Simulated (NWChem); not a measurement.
## Ionisation of C2H3O

```
C
H 1 1.1012
H 1 1.1012 2 106.84
H 1 1.1036 2 110.36 3 120.01
C 1 1.5086 2 108.78 3 -117.28
O 5 1.1826 1 128.92 2 -121.98
```
Charge 0, spin multiplicity 2.

Everything below was run with NWChem. All single points use one geometry, from UB3LYP/def2-SVP, a minimum by its harmonic frequencies.

Basis set: def2-TZVP. −ε marks an orbital energy of the parent.

B3LYP has NWChem's definition, with VWN1-RPA local correlation. The structure started from a generated list of species. The unpaired electrons of the parent sit in orbitals of symmetry a' (Cs labels of the run); other states weren't searched. No SCF solution was tested for a lower state. Open-shell Hartree-Fock references start from PBE0 orbitals.

Q: Order these methods by the first vertical ionisation energy they give, lowest first: −ε(alpha HOMO) of B3LYP, −ε(alpha HOMO) of PBE, −ε(alpha HOMO) of HF, −ε(alpha HOMO) of TPSS.

A: −ε(alpha HOMO) of PBE (4.29 eV), −ε(alpha HOMO) of TPSS (4.46 eV), −ε(alpha HOMO) of B3LYP (5.58 eV), −ε(alpha HOMO) of HF (9.95 eV)
